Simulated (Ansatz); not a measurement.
A made-up structure of CHOS, doublet:

O1  (-0.854, 0.372, -0.308)
C2  (-0.200, -0.559, 0.308)
S3  (1.311, -0.877, 0.652)
H4  (2.361, -1.712, 0.878)
(Å)

It is relaxed with PBE-D4/def2-SVP and then PBE0-D4/def2-TZVP (Ansatz 0.2.0). Atoms count as bonded within 1.22 times the sum of their covalent radii (H–H: 0.88 Å). The end point is not checked to be a true minimum.

(1) Does its bonding change? (Judge from chemistry; the calculation decides.)

Answers

(1) By the calculation: No: no bond forms or breaks.

Where it ends: The first stage lowers the energy by 2.73 eV in 10 steps. It ends as CHOS ([O][C][SH]):
```tsv
atom	x (Å)	y (Å)	z (Å)
O1	-0.8194	0.1512	-0.1393
C2	0.0119	-0.6507	0.0380
S3	1.5306	-0.5049	0.9414
H4	1.8938	-1.7708	0.6896
```

Labels in which every atom is bracketed show which atoms are joined, not bond orders.

For scale, one of the runs: PBE0-D4/def2-TZVP relaxation, 105 basis functions, launched by `ansatz run in.yaml --threads 2 --pin off --events-out ev --progress --plain --max-ram 4352MiB`. The run took about 10 s on 2 CPU threads of an Arm Neoverse V2 (shared host).
